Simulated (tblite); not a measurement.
Species: C₂H₂N₃ (charge -1).
SMILES with atom numbers: `[cH:1]1[cH:2][n-:3][n:4][n:5]1` (hydrogens: H6 on C1; H7 on C2)
Bond orders are those of one Lewis drawing.

Computed with GFN2-xTB (tblite), gas phase: L-BFGS steps from a force-field or distance-geometry start until the largest atomic force falls under 0.01 eV/Å.

The end geometry, which sets the zero of energy:
```
atom  x, y, z in Å
C1     -0.3419    0.6781   -0.1575
C2     -0.4903   -0.5949    0.3696
N3      0.7412   -1.0864    0.5783
N4      1.5952   -0.1554    0.1964
N5      0.9751    0.9199   -0.2519
H6     -1.0891    1.4000   -0.4603
H7     -1.3868   -1.1564    0.5980
```

Question: These geometries come from the run, each turned onto the end geometry. Order them by energy, lowest first.
A.
```
atom  x, y, z in Å
C1     -0.3230    0.6648   -0.1527
C2     -0.4837   -0.5834    0.3598
N3      0.7400   -1.1268    0.5991
N4      1.6051   -0.1516    0.1892
N5      0.9733    0.9523   -0.2594
H6     -1.1123    1.3569   -0.4436
H7     -1.3960   -1.1072    0.5801
```
B.
```
atom  x, y, z in Å
C1     -0.3324    0.6825   -0.1597
C2     -0.4754   -0.6044    0.3697
N3      0.7428   -1.0918    0.5827
N4      1.5956   -0.1558    0.1932
N5      0.9823    0.9269   -0.2506
H6     -1.1103    1.3575   -0.4437
H7     -1.3994   -1.1100    0.5811
```
C.
```
atom  x, y, z in Å
C1     -0.3360    0.6755   -0.1563
C2     -0.4840   -0.5941    0.3678
N3      0.7488   -1.0885    0.5780
N4      1.6031   -0.1559    0.1973
N5      0.9821    0.9204   -0.2512
H6     -1.1097    1.3725   -0.4497
H7     -1.4010   -1.1249    0.5866
```
D.
```
atom  x, y, z in Å
C1     -0.3384    0.6774   -0.1569
C2     -0.4869   -0.5946    0.3696
N3      0.7474   -1.0882    0.5764
N4      1.6031   -0.1551    0.1988
N5      0.9811    0.9192   -0.2525
H6     -1.1043    1.3845   -0.4544
H7     -1.3986   -1.1383    0.5915
```
E.
```
atom  x, y, z in Å
C1     -0.3310    0.6749   -0.1564
C2     -0.4785   -0.5959    0.3669
N3      0.7477   -1.0886    0.5802
N4      1.5974   -0.1564    0.1948
N5      0.9815    0.9224   -0.2498
H6     -1.1125    1.3629   -0.4459
H7     -1.4013   -1.1143    0.5827
```

Answer: D (0.004 eV), C (0.007 eV), E (0.012 eV), B (0.025 eV), A (0.134 eV).

In the order of the answer:

```csv
step,E above end (eV),largest force (eV/Å),rms force component (eV/Å),rms distance from end (Å),rms bond change (Å),bond most changed (Å)
5,0.004,0.22,0.072,0.013,0.002,C2–N3 +0.003
4,0.007,0.16,0.069,0.020,0.002,C1–C2 -0.004
2,0.012,0.23,0.108,0.026,0.003,C2–N3 -0.004
1,0.025,0.90,0.315,0.029,0.009,C1–H6 -0.014
0,0.134,2.72,0.906,0.037,0.025,N3–N4 +0.047
```

Hardware: one thread of an Arm Neoverse V1, shared host.
